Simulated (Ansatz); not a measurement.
Molecule: C2F3, charge 0, multiplicity 2. It need not be the lowest isomer of its formula. 
Structure (B3LYP-D3(BJ)/def2-TZVP (Ansatz, a program for electronic structure) minimum search):
```
C
C 1 1.3115
F 2 1.3045 1 129.75
F 1 1.3195 2 123.31 3 180.00
F 1 1.3269 2 124.94 3 0.00
```
Charge 0, spin multiplicity 2.

Dipole moments at this geometry, in debye (magnitudes).

```tsv
level	program	dipole (D)
PBE/def2-TZVPD	Ansatz	0.35
revPBE/def2-TZVPD	Ansatz	0.33
r2SCAN/def2-TZVPD	Ansatz	0.35
r2SCANh/def2-TZVPD	Ansatz	0.38
LC-wPBE/def2-TZVPD	Ansatz	(withheld)
CCSD(T)/aug-cc-pVDZ	Ansatz	(withheld)
```

Complete the blanks.


- LC-wPBE/def2-TZVPD, dipole (D): 0.45
- CCSD(T)/aug-cc-pVDZ, dipole (D): 0.45
